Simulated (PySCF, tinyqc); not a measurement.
CIS on RHF in the sto-6g basis, for BH, spin multiplicity 1, step by step. The lowest restricted solution is unstable here: a spin-polarised one lies 0.0097 hartree lower (PySCF). One step of it, computed by the program tinyqc.

Task: CIS matrix, singlets. A(ia,jb) = (e_a - e_i) d_ij d_ab + 2 (ia|jb) - (ij|ab).

orbital energies (hartree): MO1 -7.481252, MO2 -0.463517, MO3 -0.231523, MO4 0.242339, MO5 0.242339, MO6 0.348786

Two-electron integrals over orbitals (pq|rs), unique and non-zero (hartree):
```
(11|11) 2.904601    (21|11) -0.298534   (21|21) 0.049717    (22|11) 0.665243
(22|21) -0.013895   (22|22) 0.471451    (31|11) 0.137765    (31|21) -0.022071
(31|22) 0.010345    (31|31) 0.018393    (32|11) -0.142045   (32|21) 0.007805
(32|22) -0.010691   (32|31) 0.007503    (32|32) 0.116775    (33|11) 0.538090
(33|21) -0.007598   (33|22) 0.426716    (33|31) -0.002366   (33|32) 0.005348
(33|33) 0.468144    (41|41) 0.021949    (42|41) 0.024611    (42|42) 0.090965
(43|41) -0.011286   (43|42) -0.037841   (43|43) 0.031059    (44|11) 0.743137
(44|21) -0.010273   (44|22) 0.486238    (44|31) 0.004361    (44|32) -0.077498
(44|33) 0.412936    (44|44) 0.587109    (51|51) 0.021949    (52|51) 0.024611
(52|52) 0.090965    (53|51) -0.011286   (53|52) -0.037841   (53|53) 0.031059
(54|54) 0.031641    (55|11) 0.743137    (55|21) -0.010273   (55|22) 0.486238
(55|31) 0.004361    (55|32) -0.077498   (55|33) 0.412936    (55|44) 0.523827
(55|55) 0.587109    (61|11) -0.090887   (61|21) 0.016617    (61|22) 0.000922
(61|31) 0.003820    (61|32) 0.016298    (61|33) -0.009608   (61|44) -0.002993
(61|55) -0.002993   (61|61) 0.020158    (62|11) 0.136914    (62|21) -0.003464
(62|22) 0.056759    (62|31) 0.012993    (62|32) -0.007854   (62|33) -0.026300
(62|44) 0.075452    (62|55) 0.075452    (62|61) 0.013387    (62|62) 0.087914
(63|11) 0.183976    (63|21) -0.003684   (63|22) 0.044110    (63|31) -0.003520
(63|32) -0.112123   (63|33) -0.006503   (63|44) 0.104089    (63|55) 0.104089
(63|61) -0.007812   (63|62) 0.055174    (63|63) 0.152846    (64|41) 0.006989
(64|42) 0.026219    (64|43) 0.004959    (64|64) 0.025617    (65|51) 0.006989
(65|52) 0.026219    (65|53) 0.004959    (65|65) 0.025617    (66|11) 0.603577
(66|21) -0.007481   (66|22) 0.465661    (66|31) 0.010907    (66|32) 0.048921
(66|33) 0.465145    (66|44) 0.437468    (66|55) 0.437468    (66|61) 0.007510
(66|62) 0.025128    (66|63) -0.022700   (66|66) 0.524921
```

Give: CIS matrix A, singlet.

Result:

CIS matrix A, singlet (hartree):
```
        1>4     1>5     1>6    2>4    2>5    2>6     3>4     3>5
1>4   7.024   0.000   0.000  0.059  0.000  0.000  -0.027   0.000
1>5   0.000   7.024   0.000  0.000  0.059  0.000   0.000  -0.027
1>6   0.000   0.000   7.267  0.000  0.000  0.034   0.000   0.000
2>4   0.059   0.000   0.000  0.402  0.000  0.000   0.002   0.000
2>5   0.000   0.059   0.000  0.000  0.402  0.000   0.000   0.002
2>6   0.000   0.000   0.034  0.000  0.000  0.522   0.000   0.000
3>4  -0.027   0.000   0.000  0.002  0.000  0.000   0.123   0.000
3>5   0.000  -0.027   0.000  0.000  0.002  0.000   0.000   0.123
3>6   0.000   0.000  -0.027  0.000  0.000  0.061   0.000   0.000

        3>6
1>4   0.000
1>5   0.000
1>6  -0.027
2>4   0.000
2>5   0.000
2>6   0.061
3>4   0.000
3>5   0.000
3>6   0.421
```
